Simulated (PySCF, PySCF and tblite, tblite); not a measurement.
**C₃H₉S+: a path driven as pyramidal inversion, and NMR exchange**

Aim: the barrier and rate of pyramidal inversion in C₃H₉S+ (`C[S+](C)C`), and what it does to NMR lines.

Computed with tblite 0.8.0 (tight binding) and PySCF 2.14.0 (DFT, with response routines of our own); each step states its level. Atoms count from 0 throughout.

### 1 The starting structure

13 atoms, charge 1, multiplicity 1; geometry from: force field or distance geometry start.

Bonds of the start (Å): C0–H4 1.08, C0–H5 1.09, C0–H6 1.10, C0–S1 1.80, C2–H7 1.08, C2–H8 1.09, C2–H9 1.10, C3–H10 1.08, C3–H11 1.10, C3–H12 1.11, S1–C2 1.81, S1–C3 1.81.

### 2 GFN2-xTB relaxation, start minimum

The job: settings as JSON, then the geometry in Å.

```
{"job": {"xc": "GFN2-xTB", "basis": "xTB", "kind": "relax"}, "charge": 1, "multiplicity": 1}
C     -0.494500     1.264500    -0.758500
S      0.174200    -0.399400    -0.873000
C     -0.975500    -1.178000     0.289700
C      1.513900    -0.149500     0.321900
H      0.183500     1.957900    -1.242200
H     -0.651700     1.574400     0.278400
H     -1.462800     1.291800    -1.282500
H     -0.626000    -2.177200     0.525300
H     -1.070200    -0.600300     1.210900
H     -1.967000    -1.243800    -0.192000
H      2.273500     0.481200    -0.123300
H      1.955100    -1.130300     0.568500
H      1.143200     0.309300     1.259000
```

Run with:

```bash
OMP_NUM_THREADS=1 python ens_run.py task.json out
```

The driver reads the study from task.json and runs its stages one after another.

Output:

```text
step      E/eV     max force
  0    -375.68095    0.889
  1    -375.71630    0.628
  2    -375.72788    0.300
  3    -375.73198    0.156
  4    -375.73492    0.138
  5    -375.73789    0.172
  6    -375.74104    0.153
  7    -375.74402    0.158
  8    -375.74709    0.158
  9    -375.75003    0.165
 10    -375.75221    0.153
 11    -375.75339    0.078
 12    -375.75408    0.062
 13    -375.75476    0.058
 14    -375.75541    0.071
 15    -375.75576    0.036
 16    -375.75589    0.023
 17    -375.75595    0.022
 18    -375.75601    0.028
 19    -375.75604    0.017
 20    -375.75605    0.004
 21    -375.75605    0.001
```

It took 0.12 s on 1 thread of Arm Neoverse V1, shared host.

Gain 0.075 eV; displacement 0.06 Å root mean square.

### 3 Relaxed scan, inversion

The job: settings as JSON, then the geometry in Å.

```
{"job": {"xc": "GFN2-xTB", "basis": "xTB", "coordinate": [["t", [3, 0, 2, 1], 0.3333333333333333], ["t", [0, 2, 3, 1], 0.3333333333333333], ["t", [2, 3, 0, 1], 0.3333333333333333]], "kind": "drive"}, "charge": 1, "multiplicity": 1}
C     -0.520355     1.307927    -0.767790
S      0.162342    -0.367591    -0.786368
C     -1.012964    -1.202499     0.306856
C      1.554317    -0.155377     0.349731
H      0.176747     1.966972    -1.278357
H     -0.681972     1.649884     0.249953
H     -1.459488     1.300978    -1.314536
H     -0.644189    -2.205767     0.502850
H     -1.130170    -0.657917     1.238817
H     -1.967386    -1.274972    -0.207629
H      2.301850     0.465438    -0.136729
H      1.986274    -1.132665     0.547794
H      1.230607     0.306075     1.277681
```

Output:

```text
point  coordinate     E/eV
  0    -39.000     -375.61953
  1    -29.500     -375.22615
  2    -18.400     -374.66246
  3     -3.400     -374.01033
  4     18.200     -374.50073
  5     29.300     -375.05459
  6     38.400     -375.40738
  7     45.300     -375.49034
```

It took 0.56 s on 1 thread of Arm Neoverse V1, shared host.

The highest point is number 3, 37.1 kcal/mol above the first.

### 4 Nudged elastic band, leg 1

The job, as its differences from that of step 3:

```diff
@@ -1,2 +1,2 @@
-{"job": {"xc": "GFN2-xTB", "basis": "xTB", "coordinate": [["t", [3, 0, 2, 1], 0.3333333333333333], ["t", [0, 2, 3, 1], 0.3333333333333333], ["t", [2, 3, 0, 1], 0.3333333333333333]], "kind": "drive"}, "charge": 1, "multiplicity": 1}
+{"job": {"xc": "GFN2-xTB", "basis": "xTB", "kind": "neb"}, "charge": 1, "multiplicity": 1}
 C     -0.520355     1.307927    -0.767790
```

Output:

```text
image   E - E0 / eV
  0       0.0000
  1       0.0121
  2       0.1985
  3       0.7715
  4       0.1931
  5       0.0274
  6      -0.0000
```

It took 4.1 s on 1 thread of Arm Neoverse V1, shared host.

The run did not converge, so its numbers are no properties of the molecule.

### 5 Saddle search, leg 1

The job: settings as JSON, then the geometry in Å.

```
{"job": {"xc": "GFN2-xTB", "basis": "xTB", "kind": "saddle"}, "charge": 1, "multiplicity": 1}
C     -0.607226     1.519911    -0.824399
S      0.005766    -0.016149    -0.035091
C     -1.168074    -1.351152     0.408714
C      1.765544    -0.149107     0.458045
H      0.221874     1.895722    -1.415306
H     -0.933865     2.253969    -0.091599
H     -1.425938     1.215186    -1.468246
H     -0.598584    -2.273370     0.353397
H     -1.592858    -1.208457     1.399456
H     -1.937634    -1.332896    -0.356237
H      2.322533     0.409120    -0.287565
H      2.007533    -1.205645     0.401629
H      1.940930     0.242869     1.457202
```

Output:

```text
step      E/eV     max force
  0    -374.01033   1.6510
  1    -373.94390   0.4815
  2    -373.94010   0.0307
  3    -373.94017   0.0115
  4    -373.94032   0.0433
  5    -373.94036   0.0096
  6    -373.94064   0.0414
  7    -373.94049   0.0139
  8    -373.94061   0.0037
  9    -373.76012   1.5646
 10    -373.93542   0.4077
 11    -373.94149   0.0890
 12    -373.94180   0.0079
 13    -373.94227   0.1210
 14    -373.94219   0.0410
 15    -373.94194   0.0062
 16    -373.94216   0.0114
 17    -373.94237   0.0235
 18    -373.94262   0.0245
 19    -373.94293   0.0211
 20    -373.94343   0.0205
 21    -373.94405   0.0539
 22    -373.94378   0.0095
 23    -373.94412   0.0211
 24    -373.94440   0.0296
 25    -373.94483   0.0147
 26    -373.94517   0.0301
 27    -373.94553   0.0508
 28    -373.94575   0.0604
 29    -373.94599   0.0691
 30    -373.94656   0.0220
 31    -373.94674   0.0751
 32    -373.94675   0.0119
 33    -373.94696   0.0204
 34    -373.94707   0.0423
 35    -373.94705   0.0094
 36    -373.94715   0.0082
 37    -373.94728   0.0151
 38    -373.94736   0.0163
 39    -373.94740   0.0243
 40    -373.94748   0.0137
 41    -373.94751   0.0168
 42    -373.94754   0.0071
 43    -373.94742   0.0566
 44    -373.94754   0.0134
 45    -373.94756   0.0024
lowest wavenumbers (cm-1): -586.5 43.8 46.9 62.3 181.5 181.6
```

Wall time 4 s (1 thread of Arm Neoverse V1, shared host).

Point group C3h; 1 imaginary mode, 586i cm⁻¹, carried by S1, C0, C3, C2. Steps downhill from it reached both ends.

### 6 DFT refinement, start: PBE0-D3(BJ)/def2-SVP

The job: settings as JSON, then the geometry in Å.

```
{"job": {"xc": "PBE0", "basis": "def2-SVP", "kind": "refine"}, "charge": 1, "multiplicity": 1}
C     -0.520355     1.307927    -0.767790
S      0.162342    -0.367591    -0.786368
C     -1.012964    -1.202499     0.306856
C      1.554317    -0.155377     0.349731
H      0.176747     1.966972    -1.278357
H     -0.681972     1.649884     0.249953
H     -1.459488     1.300978    -1.314536
H     -0.644189    -2.205767     0.502850
H     -1.130170    -0.657917     1.238817
H     -1.967386    -1.274972    -0.207629
H      2.301850     0.465438    -0.136729
H      1.986274    -1.132665     0.547794
H      1.230607     0.306075     1.277681
```

Output:

```text
step      E/eV     max force
  0    -14072.90444   0.9246
  1    -14072.96495   0.0643
  2    -14072.96619   0.0201
  3    -14072.96626   0.0167
  4    -14072.96627   0.0064
```

Wall time 24 s (1 thread of Arm Neoverse V1, shared host); peak memory 0.53 GiB.

Gain 0.062 eV; displacement 0.05 Å root mean square.

DFT refinement, saddle of leg 1: PBE0-D3(BJ)/def2-SVP:

The job: settings as JSON, then the geometry in Å.

```
{"job": {"xc": "PBE0", "basis": "def2-SVP", "kind": "refine"}, "charge": 1, "multiplicity": 1}
C     -0.596704     1.510864    -0.849746
S      0.000805    -0.001526    -0.003085
C     -1.169862    -1.358083     0.384813
C      1.769047    -0.157499     0.455362
H     -0.074281     1.609963    -1.796682
H     -0.426416     2.364703    -0.200591
H     -1.659051     1.352859    -1.009471
H     -0.574027    -2.124665     0.871103
H     -1.934043    -0.978427     1.056685
H     -1.593413    -1.729325    -0.543782
H      2.236540     0.764949     0.124401
H      2.190486    -1.012544    -0.064904
H      1.841794    -0.261997     1.533863
```

Output:

```text
step      E/eV     max force
  0    -14071.70473   0.9160
  1    -14071.77033   0.0922
  2    -14071.77089   0.0248
  3    -14071.77091   0.0112
```

It took 19 s on 1 thread of Arm Neoverse V1, shared host; peak memory 0.53 GiB.

Gain 0.066 eV; displacement 0.04 Å root mean square.

### 7 Shieldings, start: PBE0/pcSseg-1 in chloroform

The job: settings as JSON, then the geometry in Å.

```
{"job": {"kind": "nmr", "xc": "PBE0", "basis": "pcSseg-1", "solvent": "chloroform", "pop": false}, "charge": 1, "multiplicity": 1}
C     -0.529071     1.328949    -0.767714
S      0.147962    -0.333164    -0.712362
C     -1.028469    -1.213361     0.319814
C      1.572979    -0.152418     0.364959
H      0.192039     1.956057    -1.309850
H     -0.703903     1.712092     0.246993
H     -1.465805     1.279704    -1.339974
H     -0.630346    -2.225517     0.476414
H     -1.173756    -0.692041     1.275926
H     -1.969617    -1.279333    -0.243267
H      2.309558     0.462698    -0.170325
H      1.989566    -1.156501     0.524407
H      1.284473     0.313320     1.317250
```

Output:

```text
coarse grid: 10464 points
cycle   1  E = -517.3616161788  dE =  3.706e-01  |g| = 3.089e-01  |ddm| = 2.926e+00
cycle   2  E = -517.3617078220  dE = -9.164e-05  |g| = 3.149e-01  |ddm| = 5.629e-01
cycle   3  E = -517.3847396271  dE = -2.303e-02  |g| = 2.280e-02  |ddm| = 3.062e-01
cycle   4  E = -517.3848401095  dE = -1.005e-04  |g| = 8.995e-03  |ddm| = 2.382e-02
cycle   5  E = -517.3848603655  dE = -2.026e-05  |g| = 1.863e-03  |ddm| = 9.628e-03
cycle   6  E = -517.3848611713  dE = -8.058e-07  |g| = 2.360e-04  |ddm| = 1.904e-03
final grid: 93720 points
cycle   7  E = -517.4112510567  dE = -1.684e-05  |g| = 8.340e-03  |ddm| = 2.146e-02
cycle   8  E = -517.4112458726  dE =  5.184e-06  |g| = 9.614e-03  |ddm| = 1.229e-02
cycle   9  E = -517.4112678202  dE = -2.195e-05  |g| = 2.090e-04  |ddm| = 6.743e-03
cycle  10  E = -517.4112678313  dE = -1.102e-08  |g| = 5.982e-05  |ddm| = 2.800e-04
cycle  11  E = -517.4112678320  dE = -7.574e-10  |g| = 1.946e-05  |ddm| = 8.805e-05
converged SCF energy = -517.4112678320

GIAO shielding tensors (ppm)
atom      isotropic    diamagn.    paramagn.     s11        s22        s33       span
  0 C      154.678     254.093     -99.415    138.698    139.462    185.874     47.177
  1 S      455.150    1057.971    -602.821    351.372    506.959    507.120    155.748
  2 C      154.663     254.094     -99.431    138.678    139.451    185.859     47.180
  3 C      154.675     254.095     -99.420    138.708    139.447    185.871     47.164
  4 H       28.372      28.910      -0.538     23.600     25.347     36.168     12.568
  5 H       28.639      30.329      -1.690     24.378     26.631     34.910     10.532
  6 H       28.374      28.909      -0.536     23.602     25.349     36.170     12.567
  7 H       28.369      28.907      -0.538     23.598     25.344     36.165     12.567
  8 H       28.642      30.334      -1.692     24.381     26.633     34.912     10.530
  9 H       28.374      28.914      -0.540     23.603     25.352     36.168     12.565
 10 H       28.368      28.905      -0.538     23.596     25.342     36.165     12.569
 11 H       28.372      28.913      -0.541     23.599     25.349     36.167     12.568
 12 H       28.643      30.334      -1.692     24.381     26.634     34.914     10.532
```

Wall time 7.2 s (1 thread of Arm Neoverse V1, shared host); peak memory 0.68 GiB.

Key values: HOMO -10.52 eV, LUMO -0.74 eV.

### 8 Shieldings, saddle of leg 1: PBE0/pcSseg-1 in chloroform

The job: settings as JSON, then the geometry in Å.

```
{"job": {"kind": "nmr", "xc": "PBE0", "basis": "pcSseg-1", "solvent": "chloroform", "pop": false}, "charge": 1, "multiplicity": 1}
C     -0.572777     1.483916    -0.827209
S      0.000855    -0.001739    -0.003487
C     -1.151860    -1.324818     0.364288
C      1.727136    -0.163970     0.452917
H     -0.081093     1.581244    -1.803041
H     -0.401542     2.353390    -0.180065
H     -1.652540     1.328687    -0.964652
H     -0.545198    -2.093631     0.864204
H     -1.928511    -0.959622     1.047826
H     -1.566154    -1.725179    -0.569645
H      2.199456     0.762439     0.095417
H      2.165178    -1.027840    -0.062762
H      1.817925    -0.233603     1.544175
```

Output:

```text
coarse grid: 10464 points
cycle   1  E = -517.3268591087  dE =  3.946e-01  |g| = 2.232e-01  |ddm| = 2.965e+00
cycle   2  E = -517.3297788292  dE = -2.920e-03  |g| = 1.997e-01  |ddm| = 3.888e-01
cycle   3  E = -517.3389954819  dE = -9.217e-03  |g| = 2.261e-02  |ddm| = 2.078e-01
cycle   4  E = -517.3391001047  dE = -1.046e-04  |g| = 3.816e-03  |ddm| = 1.843e-02
cycle   5  E = -517.3391032898  dE = -3.185e-06  |g| = 1.341e-03  |ddm| = 4.182e-03
final grid: 93720 points
cycle   6  E = -517.3653685770  dE = -1.688e-05  |g| = 8.946e-03  |ddm| = 1.810e-02
cycle   7  E = -517.3653668543  dE =  1.723e-06  |g| = 9.447e-03  |ddm| = 1.199e-02
cycle   8  E = -517.3653878711  dE = -2.102e-05  |g| = 2.958e-04  |ddm| = 6.326e-03
cycle   9  E = -517.3653878923  dE = -2.118e-08  |g| = 5.795e-05  |ddm| = 3.664e-04
cycle  10  E = -517.3653878931  dE = -8.060e-10  |g| = 3.451e-06  |ddm| = 7.207e-05
converged SCF energy = -517.3653878931

GIAO shielding tensors (ppm)
atom      isotropic    diamagn.    paramagn.     s11        s22        s33       span
  0 C      155.900     251.372     -95.473    124.590    151.311    191.799     67.209
  1 S      618.493    1062.278    -443.785    250.819    802.254    802.406    551.586
  2 C      155.913     251.379     -95.466    124.608    151.333    191.797     67.188
  3 C      155.890     251.372     -95.482    124.574    151.313    191.782     67.208
  4 H       27.571      28.578      -1.007     21.899     25.516     35.297     13.398
  5 H       27.590      28.592      -1.002     21.947     25.511     35.311     13.364
  6 H       28.360      28.807      -0.447     23.317     25.677     36.087     12.770
  7 H       28.357      28.805      -0.448     23.314     25.674     36.083     12.769
  8 H       27.588      28.591      -1.003     21.935     25.519     35.312     13.377
  9 H       27.569      28.574      -1.005     21.907     25.505     35.296     13.389
 10 H       28.354      28.801      -0.447     23.310     25.671     36.080     12.769
 11 H       27.592      28.580      -0.988     21.950     25.512     35.314     13.363
 12 H       27.566      28.585      -1.019     21.894     25.513     35.292     13.398
```

It took 11 s on 1 thread of Arm Neoverse V1, shared host; peak memory 0.58 GiB.

In short: HOMO -8.71 eV, LUMO -1.88 eV.

Orbitals, density, ELF and potential are computed afterwards from the orbital file.

Frontier orbitals at PBE0/pcSseg-1, with the share of their density that lies nearest to each atom:

```csv
orbital,energy (eV),lies on
HOMO,-8.71,S1 65 %
LUMO,-1.88,"S1 25 %; C0, C2, C3 about 15 % each"
```

ELF in a plane through or near 7 of the atoms.

Values, 10 rows by 14 columns:
```
0.00 0.00 0.00 0.00 0.00 0.00 0.00 0.00 0.00 0.00 0.00 0.00 0.00 0.00
0.00 0.00 0.00 0.00 0.00 0.00 0.00 0.00 0.00 0.00 0.00 0.00 0.00 0.00
0.00 0.00 0.00 0.02 0.09 0.09 0.28 0.17 0.03 0.00 0.00 0.00 0.00 0.00
0.00 0.00 0.01 0.98 1.00 0.89 0.39 0.54 0.04 0.08 0.87 0.24 0.00 0.00
0.00 0.00 0.00 0.56 0.88 0.52 0.86 0.68 0.25 0.88 1.00 0.93 0.02 0.00
0.00 0.00 0.00 0.02 0.07 0.28 0.33 0.61 0.89 0.38 0.40 0.13 0.01 0.00
0.00 0.00 0.01 0.13 0.66 0.17 0.49 0.25 0.12 0.47 0.42 0.06 0.00 0.00
0.00 0.00 0.00 0.04 0.19 0.56 1.00 0.98 0.02 0.01 0.02 0.00 0.00 0.00
0.00 0.00 0.00 0.00 0.01 0.15 0.91 0.77 0.00 0.00 0.00 0.00 0.00 0.00
0.00 0.00 0.00 0.00 0.00 0.00 0.00 0.00 0.00 0.00 0.00 0.00 0.00 0.00
```
The map spans 9.6 Å across and 9.8 Å up, centred on the molecule. Atoms in the plane (x, y in Å): C0 (-1.1, -1.4), S1 (0.0, 0.0), C2 (1.8, -0.2), C3 (-0.7, 1.7), H6 (-0.4, -2.3), H7 (2.2, 0.8), H10 (-1.8, 1.5).

log10 of the density (e/Å³) in the same plane.

Ten even steps from '0' (-4.0) to '9' (1.9):
```
0000000000000000000000000000
0000000000000000000000000000
0000000011122211100000000000
0000001122333332210000000000
0000012334455543321000000000
0000123455666654322222100000
0000134566788665433343220000
0000134566677665445555432100
0000123455666666556676432100
0000112344566996667766442100
0000123345566997679966432100
0000224456666666666665432100
0001234567786655555555432100
0000234566777654334433221000
0000123455667654322222110000
0000012234455543211110000000
0000001123344432100000000000
0000000011122110000000000000
0000000000000000000000000000
0000000000000000000000000000
```
The map spans 9.6 Å across and 9.8 Å up, centred on the molecule. Atoms in the plane (x, y in Å): C0 (-1.1, -1.4), S1 (0.0, 0.0), C2 (1.8, -0.2), C3 (-0.7, 1.7), H6 (-0.4, -2.3), H7 (2.2, 0.8), H10 (-1.8, 1.5).

On the surface of density 0.002 e/bohr³ the electrostatic potential runs, from the 1st to the 99th percentile, from 4.51 V near S1 to 6.04 V near H6.

### 9 Kinetics and line shapes

The job: settings as JSON, then the geometry in Å.

```
{"job": {"smiles": "C[S+](C)C", "charge": 1, "mult": 1, "motion": "inversion", "what": "onium", "atoms": [1], "drives": [{"terms": [["t", [3, 0, 2, 1], 0.3333333333333333], ["t", [0, 2, 3, 1], 0.3333333333333333], ["t", [2, 3, 0, 1], 0.3333333333333333]], "neg": true, "n": 8}], "study": "path", "level": {"kind": "nmr", "xc": "PBE0", "basis": "pcSseg-1", "solvent": "chloroform"}, "fields": [200, 500, 800], "first": 5, "seed": 808, "refine": {"xc": "PBE0", "basis": "def2-SVP"}, "kind": "path"}, "charge": 1, "multiplicity": 1}
C     -0.520355     1.307927    -0.767790
S      0.162342    -0.367591    -0.786368
C     -1.012964    -1.202499     0.306856
C      1.554317    -0.155377     0.349731
H      0.176747     1.966972    -1.278357
H     -0.681972     1.649884     0.249953
H     -1.459488     1.300978    -1.314536
H     -0.644189    -2.205767     0.502850
H     -1.130170    -0.657917     1.238817
H     -1.967386    -1.274972    -0.207629
H      2.301850     0.465438    -0.136729
H      1.986274    -1.132665     0.547794
H      1.230607     0.306075     1.277681
```

Output:

```text
stationary points (kcal/mol above the start)
  n  kind          group   xTB      DFT    lowest mode
  0  minimum      C3v      0.00     0.00     120.6
  1  saddle       C3h     41.70    29.16    -586.5
  2  minimum      C3v     -0.00     0.00     120.1

GFN2-xTB energies: T/K, barrier G, reaction G (kcal/mol), k forward, k back (1/s)
 150.00    39.14    -0.00   5.93e-45   5.88e-45
 200.00    39.01    -0.00   1.98e-30   1.96e-30
 250.00    38.91    -0.00   1.01e-21   1.01e-21
 298.15    38.84    -0.00   4.23e-16   4.21e-16
 350.00    38.79    -0.00   8.81e-12   8.76e-12
 400.00    38.76    -0.00   1.11e-08    1.1e-08
 500.00    38.77    -0.01   0.000236   0.000235

PBE0-D3(BJ)/def2-SVP energies: T/K, barrier G, reaction G (kcal/mol), k forward, k back (1/s)
 150.00    25.00    -0.00   2.36e-24   2.34e-24
 200.00    24.87    -0.00   5.58e-15   5.54e-15
 250.00    24.77    -0.00   2.32e-09   2.31e-09
 298.15    24.70    -0.00   9.79e-06   9.73e-06
 350.00    24.65    -0.00    0.00594     0.0059
 400.00    24.62    -0.00      0.588      0.585
 500.00    24.63    -0.01        358        356

PBE0/pcSseg-1 + D3(BJ), IEF-PCM chloroform energies: T/K, barrier G, reaction G (kcal/mol), k forward, k back (1/s)
 150.00    26.59    -0.00   1.12e-26   1.11e-26
 200.00    26.46    -0.00   1.01e-16      1e-16
 250.00    26.36    -0.00   9.37e-11   9.31e-11
 298.15    26.29    -0.00   6.64e-07   6.59e-07
 350.00    26.24    -0.00     0.0006   0.000596
 400.00    26.22    -0.00     0.0791     0.0787
 500.00    26.22    -0.01       71.9       71.5
```

Run time: 72 s. Hardware: 1 thread of Arm Neoverse V1, shared host; peak memory 0.68 GiB. This counts the whole study up to here.

Barriers by level (kcal/mol; entropies in cal/(mol K)). Zero-point and thermal terms come from xTB in every row. ΔG‡ leaves symmetry out; the rate counts equivalent paths (a factor of 2); effective ΔG‡, where given, is the barrier that would give that rate by Eyring's equation alone:

```csv
level,ΔE‡,with zero-point,ΔH‡,ΔS‡,ΔG‡ (298 K),ΔE of reaction,k at 298 K (1/s),effective ΔG‡
GFN2-xTB,41.70,39.59,39.91,3.6,38.84,0.00,4.2e-16,38.43
PBE0-D3(BJ)/def2-SVP,27.57,25.45,25.77,3.6,24.70,0.00,9.8e-06,24.29
"PBE0/pcSseg-1 + D3(BJ), IEF-PCM chloroform",29.16,27.05,27.36,3.6,26.29,0.00,6.6e-07,25.88
```

### 10 Outcome

| quantity | value |
| --- | --- |
| barrier (PBE0/pcSseg-1 + D3(BJ), IEF-PCM chloroform) | ΔE‡ 29.2, ΔG‡(298 K) 26.3 kcal/mol |
| barrier (GFN2-xTB) | ΔE‡ 41.7 kcal/mol |
| rate at 298 K | 6.6e-07 s⁻¹ |
| end of the path | the start, renumbered or mirrored |
| stages that failed or stayed incomplete | 1 |

**Reading.** The barrier is 29.2 kcal/mol at the DFT level (xTB: 41.7); with thermal terms and the count of paths the DFT value gives a rate of 6.6e-07 s⁻¹ at 298 K. An error of 1.4 kcal/mol changes that rate tenfold. No two sites that the motion interchanges differ enough in shielding to show exchange.
